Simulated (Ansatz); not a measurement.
**PH₄+ (triplet): the correlation ladder, cc-pVDZ**

One table from this session's results is given with a row withheld; the runs are named, their logs left out.

Program: Ansatz 0.2.0, Gaussian basis. Level of theory: cc-pVDZ, core rule «outside noble gas», up to 5 orbitals frozen. These are calculated values, not measurements.

To be run: UHF; CCSD(T) on ROHF; CCSD(T) on UHF; BCCD(T) on ROHF; CISD; CCSDT(Q) on ROHF; CCSDT(Q) on UHF; CASSCF and MRCISD+Q, 8 electrons in 8 orbitals; CASSCF and NEVPT2, 8 electrons in 8 orbitals.

15 further runs of the same task are left out: 4 that didn't finish, 11 set aside as unsound or not needed.

## The geometry

The geometry is a PBE0/def2-TZVP stationary point (not a proven minimum) of the parent state, kept for this charge and spin.

5 atoms, charge 1, spin multiplicity 3.

Atoms are counted from 1 here; the program's logs count them from 0.

Bond lengths: P1–H2 1.519 Å, P1–H3 1.410 Å, P1–H4 1.410 Å, P1–H5 1.519 Å. Angles: H2–P1–H3 92.8°, H2–P1–H4 92.8°, H2–P1–H5 171.2°, H3–P1–H4 99.8°, H3–P1–H5 92.8°, H4–P1–H5 92.8°.

Set-up of the first run:

The input, in.yaml:

```yaml
crystal:
  periodic: [false, false, false]
  atoms:
    - {symbol: P, position_ang: [0.045627, 0.000000, 0.000000]}
    - {symbol: H, position_ang: [0.161577, 0.000000, -1.514668]}
    - {symbol: H, position_ang: [-0.862630, 1.078238, 0.000000]}
    - {symbol: H, position_ang: [-0.862630, -1.078238, 0.000000]}
    - {symbol: H, position_ang: [0.161577, 0.000000, 1.514668]}
basis:
  gaussian: {orbitals: cc-pVDZ}
total_charge: 1
magnetization: {spin_polarized: true, initial_magnetization: 2}
hamiltonian: {xc: hf}
output: {orbitals: {seedname: orbitals}}
```

Launch:

```bash
$ ansatz run in.yaml --threads 1 --pin off --events-out ev --progress --plain --max-ram 2393MiB
```

Among the steps run: UHF; CCSD(T) on ROHF; CCSD(T) on UHF; BCCD(T) on ROHF; CISD; CCSDT(Q) on ROHF; CCSDT(Q) on UHF; CASSCF and MRCISD+Q, 8 electrons in 8 orbitals; CASSCF and NEVPT2, 8 electrons in 8 orbitals.

One of the session's tables, all rows but one given; the rest of the session is left out.

| method | from UCCSDT(Q) (kcal/mol) |
| --- | --- |
| ROHF | +108.00 |
| UHF | +99.82 |
| RMP2 | +22.76 |
| UMP2 | +24.39 |
| CISD | +9.25 |
| RCCSD | +3.39 |
| UCCSD | +3.28 |
| RCCSD(T) | +0.72 |
| UCCSD(T) | +0.76 |
| BCCD(T) | +0.74 |
| RCCSDT | ? |
| UCCSDT | +0.09 |
| RCCSDT(Q) | +0.01 |
| UCCSDT(Q) | 0 |
| CASSCF valence | +64.42 |
| NEVPT2 valence | +16.42 |
| MRCISD valence | +3.22 |
| MRCISD+Q valence | +0.17 |

**Question.** Estimate the row for RCCSDT.

As computed: from UCCSDT(Q) (kcal/mol): +0.10. In the column «from UCCSDT(Q) (kcal/mol)» it lies between UCCSDT (+0.09) and MRCISD+Q valence (+0.17).

To keep in mind: Restricted and unrestricted rows rest on different reference determinants; where their highest levels disagree by more than a few hundredths of an eV, they describe different states and don't form one ladder.
